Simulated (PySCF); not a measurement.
Structure with atom numbers: `[CH2:1]=[CH:2][P:3]([CH3:4])[CH3:5]`. Hydrogens are named by the atom that carries them. Ha(C1) is cis to P3; Hb(C1) is trans to P3.

GIAO shifts from PySCF 2.14.0 with density-fitted response routines on PBE0-D3(BJ)/def2-SVP geometries (one conformer, non-relativistic, equivalent nuclei averaged), against TMS at the same level and in the same medium; PCM means IEF-PCM chloroform.

Measured (solution, not stated per compound (mostly CDCl3 or CCl4); Pretsch, Buehlmann, Badertscher, Structure Determination of Organic Compounds, 4th ed. (2009)): H(C2) 6.23, Hb(C1) 5.51, Ha(C1) 5.39 ppm.

Which unscaled values do PBE0/pcSseg-1, PCM; WP04/pcSseg-1, PCM; wB97X-D/pcSseg-1, PCM give, and how close are they?

Answers


```json
{"atoms": "H(C2)", "measured": "6.23", "PBE0/pcSseg-1, PCM": "6.59", "WP04/pcSseg-1, PCM": "6.17", "wB97X-D/pcSseg-1, PCM": "6.51"}
{"atoms": "Hb(C1)", "measured": "5.51", "PBE0/pcSseg-1, PCM": "5.92", "WP04/pcSseg-1, PCM": "5.55", "wB97X-D/pcSseg-1, PCM": "5.90"}
{"atoms": "Ha(C1)", "measured": "5.39", "PBE0/pcSseg-1, PCM": "5.55", "WP04/pcSseg-1, PCM": "5.23", "wB97X-D/pcSseg-1, PCM": "5.58"}
```

Mean absolute error for ¹H: PBE0/pcSseg-1, PCM 0.31, WP04/pcSseg-1, PCM 0.09, wB97X-D/pcSseg-1, PCM 0.29 ppm.
